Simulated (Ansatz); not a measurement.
# [NO2]+ (SMILES O=[N+]=O): levels of theory compared

Aim: a comparison of 6 runs (HF/STO-3G, BHLYP/STO-3G, PBE0/STO-3G, SVWN5/STO-3G, revPBE/STO-3G, wB97X/STO-3G) of [NO2]+. 

The results are computed with Ansatz 0.2.0.

12 further runs of the same task are left out: 10 that didn't finish, 2 set aside as unsound or not needed.

## 1. The system as given

The species is [NO2]+ (3 atoms), meant as a singlet with charge +1. As SMILES, `O=[N+]=O`. The N2–O1 distance was set to 1.665 Å, away from the relaxed value.

Bond lengths: N2–O3 1.110 Å. A long bond or contact: O1–N2 1.665 Å.

## 2. The energy at HF/STO-3G (run 1)

input.yaml

```yaml
crystal:
  periodic: [false, false, false]
  atoms:
    - {symbol: O, position_ang: [-0.859484, 1.390565, -0.314377]}
    - {symbol: "N", position_ang: [-0.000010, -0.000010, -0.000000]}
    - {symbol: O, position_ang: [0.572990, -0.927010, 0.209580]}
basis:
  gaussian:
    orbitals: STO-3G
total_charge: 1
hamiltonian:
  xc: hf
accuracy: high
```

Command:

```bash
$ ansatz run input.yaml --threads 1 --pin off --max-ram 3480MiB --events-out events.jsonl --progress --plain --runs-dir runs
```

Standard output:

```text
Warning: RAYON_NUM_THREADS=1 ignored (pool sized by the plan → 1); use --threads N
Functional definition: HF
  name "HF"
  exchange = exact_x
  correlation = 0
245 factors; integrals over basis functions are off by at most 2.3e-8 eV
mean field evaluation 1: about -5458.0240 eV, gradient 4.7e1 eV
mean field evaluation 2: about -5458.0760 eV, gradient 4.8e1 eV
mean field evaluation 4: about -5464.8563 eV, gradient 2.0e1 eV
mean field evaluation 8: about -5466.1186 eV, gradient 2.9e-1 eV
mean field evaluation 16: about -5466.1002 eV, gradient 7.7e-8 eV
mean field -5466.10024155 eV, -200.8754788212 hartree, gradient 7.7e-8 eV, S^2 0.000000; 0 other end points of the search recorded, 0 dependent functions left out
reference -5466.10024155 eV, -200.8754788212 hartree; 11, 11 occupied and 4, 4 virtual orbitals, 245 factors
Total energy: -5466.10024155 eV, -200.8754788212 hartree
```

Run time: 0.08 s. Hardware: 1 thread of Intel Xeon Platinum 8488C (Sapphire Rapids), shared host.

## 3. A single-point energy at BHLYP/STO-3G (run 2)

in.yaml

```yaml
crystal:
  periodic: [false, false, false]
  atoms:
    - symbol: O
      position_ang: [-0.859484, 1.390565, -0.314377]
    - symbol: N
      position_ang: [-0.000010, -0.000010, -0.000000]
    - symbol: O
      position_ang: [0.572990, -0.927010, 0.209580]
basis:
  gaussian: {orbitals: STO-3G}
total_charge: 1
hamiltonian: {xc: {name: BHLYP}}
accuracy: high
```

Command:

```bash
$ ansatz run in.yaml --threads 1 --pin off --max-ram 3480MiB --events-out events.jsonl --progress --plain --runs-dir runs
```

Standard output:

```text
Warning: RAYON_NUM_THREADS=1 ignored (pool sized by the plan → 1); use --threads N
Functional definition: BHLYP
  name "BHLYP"
  parameter a = 0.5
  exchange = (1 - a)*b88_x + a*exact_x
  correlation = lyp_c
245 factors; integrals over basis functions are off by at most 2.3e-8 eV
mean field evaluation 1: about -5482.9713 eV, gradient 4.0e1 eV
mean field evaluation 2: about -5362.7562 eV, gradient 1.3e2 eV
mean field evaluation 4: about -5484.9611 eV, gradient 3.1e1 eV
mean field evaluation 8: about -5488.9480 eV, gradient 2.2e0 eV
mean field evaluation 16: about -5488.9926 eV, gradient 8.7e-5 eV
mean field -5488.99255482 eV, -201.7167558169 hartree, gradient 1.1e-8 eV, S^2 0.000000; 0 other end points of the search recorded, 0 dependent functions left out
reference -5488.99256561 eV, -201.7167562134 hartree; 11, 11 occupied and 4, 4 virtual orbitals, 245 factors
Total energy: -5488.99256561 eV, -201.7167562134 hartree
```

It took 0.85 s on 1 thread of Intel Xeon Platinum 8488C (Sapphire Rapids), shared host.

Run 3 isn't shown in full; the table further down has it.

## 4. A single-point energy at SVWN5/STO-3G (run 4)

run.yaml

```yaml
crystal:
  periodic: [false, false, false]
  atoms:
    - {symbol: O, position_ang: [-0.859484, 1.390565, -0.314377]}
    - {symbol: N, position_ang: [-0.000010, -0.000010, -0.000000]}
    - {symbol: O, position_ang: [0.572990, -0.927010, 0.209580]}
basis:
  gaussian:
    orbitals: STO-3G
hamiltonian:
  xc: {name: SVWN5}
total_charge: 1
accuracy: high
```

Command:

```bash
$ ansatz run run.yaml --threads 1 --pin off --max-ram 3480MiB --events-out events.jsonl --progress --plain --runs-dir runs
```

Standard output:

```text
Warning: RAYON_NUM_THREADS=1 ignored (pool sized by the plan → 1); use --threads N
Functional definition: SVWN5
  name "SVWN5"
  exchange = slater_x
  correlation = vwn5_c
245 factors; integrals over basis functions are off by at most 2.3e-8 eV
mean field evaluation 1: about -5447.4230 eV, gradient 3.1e1 eV
mean field evaluation 2: about -5298.7662 eV, gradient 1.0e2 eV
mean field evaluation 4: about -5418.4648 eV, gradient 9.4e1 eV
mean field evaluation 8: about -5451.7633 eV, gradient 2.4e-3 eV
mean field evaluation 16: about -5451.6897 eV, gradient 2.5e-8 eV
mean field -5451.68973222 eV, -200.3459023710 hartree, gradient 2.5e-8 eV, S^2 0.000000; 0 other end points of the search recorded, 0 dependent functions left out
reference -5451.68973294 eV, -200.3459023977 hartree; 11, 11 occupied and 4, 4 virtual orbitals, 245 factors
Total energy: -5451.68973294 eV, -200.3459023977 hartree
```

Wall time 0.32 s (1 thread of Intel Xeon Platinum 8488C (Sapphire Rapids), shared host).

Run 5 isn't shown in full; the table further down has it.

## 5. A single-point energy at wB97X/STO-3G (run 6)

molecule.yaml

```yaml
crystal:
  periodic: [false, false, false]
  atoms:
    - {symbol: O, position_ang: [-0.859484, 1.390565, -0.314377]}
    - {symbol: N, position_ang: [-0.000010, -0.000010, -0.000000]}
    - {symbol: O, position_ang: [0.572990, -0.927010, 0.209580]}
basis:
  gaussian: {orbitals: STO-3G}
total_charge: 1
hamiltonian: {xc: {name: wB97X}}
accuracy: high
```

Command:

```bash
$ ansatz run molecule.yaml --threads 1 --pin off --max-ram 3480MiB --events-out events.jsonl --progress --plain --runs-dir runs
```

Standard output:

```text
Warning: RAYON_NUM_THREADS=1 ignored (pool sized by the plan → 1); use --threads N
Functional definition: wB97X
  name "wB97X"
  parameter omega = 0.3/bohr
  parameter cx = 0.157706
  parameter cx1 = 0.726479
  parameter cx2 = 1.04760
  parameter cx3 = -5.70635
  parameter cx4 = 13.2794
  parameter css1 = -4.33879
  parameter css2 = 18.2308
  parameter css3 = -31.7430
  parameter css4 = 17.2901
  parameter cos1 = 2.37031
  parameter cos2 = -11.3995
  parameter cos3 = 6.58405
  parameter cos4 = -3.78132
  exchange = spin_sum(e_x_unif_sr(omega)*poly(b97_u_x, 1 - cx, cx1, cx2, cx3, cx4)) + cx*exact_x_sr(omega)
      + exact_x_lr(omega)
  correlation = spin_sum(e_c_pw_same_spin*poly(b97_u_same, 1, css1, css2, css3, css4))
      + integral(e_c_pw_opposite_spin*poly(b97_u_opposite, 1, cos1, cos2, cos3, cos4))
245 factors; integrals over basis functions are off by at most 2.3e-8 eV
112 factors; integrals over basis functions are off by at most 5.7e-10 eV
mean field evaluation 1: about -5484.4758 eV, gradient 4.2e1 eV
mean field evaluation 2: about -5377.8392 eV, gradient 1.5e2 eV
mean field evaluation 4: about -5490.0587 eV, gradient 1.8e1 eV
mean field evaluation 8: about -5491.2440 eV, gradient 1.9e-1 eV
mean field evaluation 16: about -5491.2076 eV, gradient 5.7e-5 eV
mean field -5491.20758963 eV, -201.7981568448 hartree, gradient 3.6e-8 eV, S^2 0.000000; 0 other end points of the search recorded, 0 dependent functions left out
reference -5491.20758904 eV, -201.7981568231 hartree; 11, 11 occupied and 4, 4 virtual orbitals, 245 factors
Total energy: -5491.20758904 eV, -201.7981568231 hartree
```

It took 3.6 s on 1 thread of Intel Xeon Platinum 8488C (Sapphire Rapids), shared host; peak memory 0.18 GiB.

## 6. The series

```
run          level  energy (Eh)  wall time
  1      HF/STO-3G  -200.875479     0.08 s
  2   BHLYP/STO-3G  -201.716756     0.85 s
  3    PBE0/STO-3G  -201.645236     0.57 s
  4   SVWN5/STO-3G  -200.345902     0.32 s
  5  revPBE/STO-3G  -201.846954     0.59 s
  6   wB97X/STO-3G  -201.798157      3.6 s
```

## 7. Outcome

| quantity | value |
| --- | --- |
| run 6: total energy | -201.79816 Eh |

What this shows: Totals of different functionals can't be ranked against each other. In runs 1, 2, 3, 4, 5, 6 the basis is minimal, so the values are rough. All runs together took 6 s, the longest 3.6 s.
